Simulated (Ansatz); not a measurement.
`COC=O` + `[SiH3]`• → `CO[C]=O`• + SiH₄  (hydrogen abstraction from a C–H bond)

Program: Ansatz. Geometries: PBE0-D4/def2-TZVP. ΔE: electronic, gas phase. CCSD(T)/CBS adds triple-zeta CCSD(T) − MP2 to the extrapolated MP2 energy (def2 sets, frozen cores). This one scheme is used for every species. Functionals use def2-TZVPP. B3LYP here is the variant with VWN-RPA as its local correlation; programs differ in this. HSE06 is defined as in plane-wave codes. Open shells (•) are unrestricted, without spin–orbit coupling. One conformer a species, not always the lowest.

`COC=O`:

Cartesian coordinates in Å:
```
C 0.107 -1.009 -0.154
O 0.749 0.265 -0.104
C -0.049 1.291 0.180
O -1.224 1.225 0.390
H -0.668 -1.016 -0.921
H 0.889 -1.726 -0.394
H -0.347 -1.246 0.809
H 0.543 2.217 0.193
```

`[SiH3]`•:

```xyz
4

Si    0.169   -0.277   -0.092
H     0.008    0.572   -1.301
H     0.972    0.415    0.950
H    -1.149   -0.709    0.442
```

`CO[C]=O`•:

Z-matrix (Å, degrees):
```
C
O 1 1.448
H 1 1.090 2 109.7
H 1 1.086 2 105.6 3 119.6
H 1 1.090 2 109.7 3 -120.8
C 2 1.306 1 115.6 3 60.4
O 6 1.183 2 131.1 1 0.0
```

SiH₄:

```xyz
5

Si    0.000    0.000    0.000
H    -0.944   -0.212   -1.126
H    -0.580    0.978    0.954
H     1.287    0.523   -0.525
H     0.237   -1.290    0.696
```

| level | ΔE (kcal/mol) | difference from CCSD(T)/CBS |
| --- | --- | --- |
| revPBE-D4 | 9.6 | 0.1 |
| HSE06-D4 | 10.5 | 1.0 |
| ωB97M-V | 8.7 | -0.8 |
| B2PLYP | 8.5 | -1.0 |
| PBE-QIDH | 10.7 | 1.2 |
| B3LYP | 8.1 | -1.4 |
| r2SCANh | 9.5 | 0.0 |
| CCSD/def2-SVP | 10.1 | 0.6 |
| MP2/def2-TZVPP | 11.4 | 1.9 |
| CCSD/CBS(def2) | 9.8 | 0.3 |
| CCSD(T)/CBS | 9.5 | 0 |

Largest T1 diagnostic among the species: 0.020.

From BLYP to BHLYP (50 % exact exchange), in def2-TZVPP and without D4, ΔE moves by +1.4 kcal/mol. Leaving LDA and LC-ωPBE aside and taking each functional with its dispersion term where it has one, the values, not all of them listed here, spread over 3.3 kcal/mol, from BLYP-D4 to PBE-QIDH. LDA lies +2.1 kcal/mol from PBE without D4. In def2-TZVPP, CCSD(T) changes the Hartree–Fock value by +1.4 kcal/mol (the triples alone add −0.3 kcal/mol) and MP2 by +3.2 kcal/mol.
